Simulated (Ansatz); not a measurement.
Relaxation of C$_{3}$H$_{5}$ClO (10 atoms, charge 0, multiplicity 1), to a largest force component of 0.015 eV/Å in at most 40 steps.

Computed with RKS B3LYP/def2-SVP in Ansatz 0.2.0.

```xyz
10
Properties=species:S:1:pos:R:3
C -0.842 -0.627 0.541
C 0.511 -0.139 0.165
Cl 1.340 0.359 1.651
C 1.455 -1.116 -0.532
O 1.001 -2.216 -1.001
H -1.435 0.241 1.030
H -1.440 -0.860 -0.355
H -0.830 -1.425 1.202
H 0.411 0.758 -0.529
H 2.445 -0.860 -0.635
```

Question: Where does it end, and by what steps?

Answer: The forces met the threshold. After 7 steps the energy has fallen by 0.617 eV; Cl3 moved furthest, 0.11 Å.

```csv
step,energy less start (eV),largest force component (eV/Å),accepted
0,0.0000,5.872,yes
1,-0.5469,1.963,yes
2,-0.4982,1.824,no
3,-0.6130,0.358,yes
4,-0.6154,0.143,yes
5,-0.6172,0.047,yes
6,-0.6173,0.039,yes
7,-0.6174,0.009,yes
```

```xyz
10
Properties=species:S:1:pos:R:3
C -0.881 -0.600 0.521
C 0.508 -0.109 0.170
Cl 1.438 0.416 1.648
C 1.373 -1.146 -0.537
O 0.951 -2.192 -0.953
H -1.464 0.194 1.008
H -1.400 -0.914 -0.398
H -0.828 -1.469 1.193
H 0.472 0.787 -0.473
H 2.448 -0.852 -0.645
```

Run time: 15 s on 2 threads of Intel(R) Xeon(R) Platinum 8488C (Sapphire Rapids), with other jobs on the host, peak memory 0.22 GiB.
